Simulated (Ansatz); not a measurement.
# CH4B2 (SMILES B=CB): functionals against CCSD(T) at one geometry

The atoms stand at a structure displaced at random from a GFN2-xTB minimum. How far do the functionals agree with CCSD(T) there?

Computed with Ansatz 0.2.0, Gaussian basis. Level: single points in def2-TZVPP.

Cores are frozen in the correlated methods.

## Step 1: The system as given

SMILES `B=CB`, 7 atoms, charge 0, spin multiplicity 1.

Atoms are counted from 1 here; the program's logs count them from 0.

Bond lengths: B1–C2 1.387 Å, B1–H4 1.117 Å, C2–B3 1.578 Å, C2–H5 1.108 Å, B3–H6 1.094 Å, B3–H7 1.165 Å. Angles: C2–B1–H4 174.7°, B1–C2–B3 109.7°, B1–C2–H5 132.7°, B3–C2–H5 117.2°, C2–B3–H6 121.0°, C2–B3–H7 115.2°, H6–B3–H7 123.6°.

As a file:

| atom | x (Å) | y (Å) | z (Å) |
| --- | --- | --- | --- |
| B1 | -1.3377 | 0.0383 | -0.4583 |
| C2 | 0.0203 | -0.1289 | -0.6878 |
| B3 | 0.8150 | 0.0677 | 0.6611 |
| H4 | -2.4207 | 0.1081 | -0.1925 |
| H5 | 0.6163 | -0.2515 | -1.6136 |
| H6 | 0.2886 | 0.1951 | 1.6121 |
| H7 | 1.9733 | -0.0237 | 0.5714 |

## Step 2: CCSD(T)/def2-TZVPP

run/in.yaml reads:

```yaml
crystal:
  periodic: [false, false, false]
  atoms:
    - {symbol: B, position_ang: [-1.337700, 0.038300, -0.458300]}
    - {symbol: C, position_ang: [0.020300, -0.128900, -0.687800]}
    - {symbol: B, position_ang: [0.815000, 0.067700, 0.661100]}
    - {symbol: H, position_ang: [-2.420700, 0.108100, -0.192500]}
    - {symbol: H, position_ang: [0.616300, -0.251500, -1.613600]}
    - {symbol: H, position_ang: [0.288600, 0.195100, 1.612100]}
    - {symbol: H, position_ang: [1.973300, -0.023700, 0.571400]}
basis:
  gaussian: {orbitals: def2-TZVPP}
correlation: {method: ccsd_t}
output: {forces: true}
```

No record of the launch command was kept for these runs.

## Step 3: PBE0-D4/def2-TZVPP

run/in.yaml: that of step 2 with these lines changed.

```diff
@@ -12,3 +12,3 @@
   gaussian: {orbitals: def2-TZVPP}
-correlation: {method: ccsd_t}
-output: {forces: true}
+hamiltonian: {xc: pbe0, dispersion: d4}
+output: {forces: true, orbitals: {seedname: orbitals}}
```

## Step 4: wB97M-V/def2-TZVPP

run/in.yaml: that of step 3 with these lines changed.

```diff
@@ -12,3 +12,3 @@
   gaussian: {orbitals: def2-TZVPP}
-hamiltonian: {xc: pbe0, dispersion: d4}
-output: {forces: true, orbitals: {seedname: orbitals}}
+hamiltonian: {xc: {name: wB97M-V}}
+output: {forces: true}
```

## Step 5: r2SCAN-D4/def2-TZVPP

run/in.yaml: that of step 4 with these lines changed.

```diff
@@ -12,3 +12,3 @@
   gaussian: {orbitals: def2-TZVPP}
-hamiltonian: {xc: {name: wB97M-V}}
+hamiltonian: {xc: r2scan, dispersion: d4}
 output: {forces: true}
```

## Step 6: PBE-D4/def2-TZVPP

run/in.yaml: that of step 5 with these lines changed.

```diff
@@ -12,3 +12,3 @@
   gaussian: {orbitals: def2-TZVPP}
-hamiltonian: {xc: r2scan, dispersion: d4}
+hamiltonian: {xc: pbe, dispersion: d4}
 output: {forces: true}
```

## Step 7: r2SCANh-D4/def2-TZVPP

run/in.yaml: that of step 6 with these lines changed.

```diff
@@ -12,3 +12,3 @@
   gaussian: {orbitals: def2-TZVPP}
-hamiltonian: {xc: pbe, dispersion: d4}
+hamiltonian: {xc: {name: r2SCANh}, dispersion: d4}
 output: {forces: true}
```

## Step 8: B97M-V/def2-TZVPP

run/in.yaml: that of step 7 with these lines changed.

```diff
@@ -12,3 +12,3 @@
   gaussian: {orbitals: def2-TZVPP}
-hamiltonian: {xc: {name: r2SCANh}, dispersion: d4}
+hamiltonian: {xc: {name: B97M-V}}
 output: {forces: true}
```

(Steps that only read results are left out.)

Before running it: what results should come out? Wanted: energy less free atoms, CCSD(T)/def2-TZVPP; RMS force component; RMS force error; HOMO and LUMO, PBE0-D4; T1 diagnostic.

As calculated:

| quantity | value |
| --- | --- |
| energy less free atoms, CCSD(T)/def2-TZVPP | -2491.3 kJ/mol |
| RMS force component | 1.242 to 1.318 eV/Å over the methods |
| RMS force error | PBE0-D4 0.168, wB97M-V 0.176, r2SCAN-D4 0.137, PBE-D4 0.137, r2SCANh-D4 0.157, B97M-V 0.159 eV/Å |
| HOMO and LUMO, PBE0-D4 | -7.50 and -1.45 eV |
| T1 diagnostic | 0.016 |

In words: Against CCSD(T) the functionals' energies less atoms differ by -127.1 to -91.2 kJ/mol, PBE-D4 by -127.1 kJ/mol. A larger basis would deepen the CCSD(T) value, while the functionals are nearly converged already, so the order here is not reliable. The forces of r2SCAN-D4 come nearest to CCSD(T), those of wB97M-V are farthest. Frozen-core CCSD(T) forces in triple zeta carry basis errors of their own, and this is one geometry, so small gaps rank nothing.
